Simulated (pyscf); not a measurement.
PySCF, gas phase, ωB97X-D3(BJ)/def2-SVP geometries.

Problem. Estimate by transition-state theory the rate constant of `[OH][Si]([OH])([OH])[F]` + `[H]` [doublet] → `[OH2]` + `[OH][Si]([OH])[F]` [doublet] (doublet surface; O–Si broken, H–O formed) at 900 K, with ωB97M-D3(BJ)/def2-TZVP energies (ideal gas, 1 atm, RRHO with modes under 100 cm⁻¹ raised to 100, one conformer, R ln 2 for chiral ones without a mode under 150 cm⁻¹; no tunnelling).

Solution. The electronic barrier is 35.1 kcal/mol and the thermal terms add +19.2, so ΔG‡ = 54.3 kcal/mol. With k_BT/h = 1.88e+13 s⁻¹ and RT = 1.788 kcal/mol, and a volume of 1.23e-19 cm³ per molecule at 1 atm, k = 1.5e-19 cm³ molecule⁻¹ s⁻¹. Wigner's tunnelling factor for 1564i cm⁻¹ would be 1.26. A shift of 1 kcal/mol in the barrier changes k by a factor 1.7. On the product side the descent ends in a bound adduct (not fully relaxed), 8.0 kcal/mol under the separated species and 27.5 kcal/mol under the saddle at ωB97X-D3(BJ)/def2-TZVP. At ωB97X-D3(BJ)/def2-TZVP the barrier from the zero used here is 38.6 kcal/mol. This is the saddle that the search found; another between the same sides may lie lower. The angle at the attacked O is 140°.
